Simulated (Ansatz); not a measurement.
Potential energy surface of H2Si, singlet: symmetric bend, bond length relaxed. Scanned: H-Si-H angle. Other coordinates (Si-H bond length) were minimised at B3LYP/def2-TZVP.

The free coordinates were minimised at B3LYP/def2-TZVP in PySCF; the energy column is Ansatz (a program for electronic structure) with CCSD(T) on RHF/aug-cc-pVQZ, frozen core, in kcal/mol.

```json
[
 {"a / °": "180", "Si-H bond length / Å": "1.454", "E": "—"},
 {"a / °": "167", "Si-H bond length / Å": "1.470", "E": "60.2"},
 {"a / °": "157", "Si-H bond length / Å": "1.499", "E": "49.5"},
 {"a / °": "147", "Si-H bond length / Å": "1.517", "E": "37.4"},
 {"a / °": "137", "Si-H bond length / Å": "1.522", "E": "25.9"},
 {"a / °": "127", "Si-H bond length / Å": "1.522", "E": "16.1"},
 {"a / °": "117", "Si-H bond length / Å": "1.521", "E": "8.2"},
 {"a / °": "107", "Si-H bond length / Å": "1.521", "E": "2.8"},
 {"a / °": "97", "Si-H bond length / Å": "1.521", "E": "0.0"},
 {"a / °": "87", "Si-H bond length / Å": "1.525", "E": "0.1"},
 {"a / °": "77", "Si-H bond length / Å": "1.532", "E": "3.3"},
 {"a / °": "67", "Si-H bond length / Å": "1.542", "E": "9.7"},
 {"a / °": "60", "Si-H bond length / Å": "1.551", "E": "16.0"}
]
```

Dashes: no converged value, or the column stops at the first point that the program doubted or that broke a chosen test of continuity, which isn't proof of a fault.
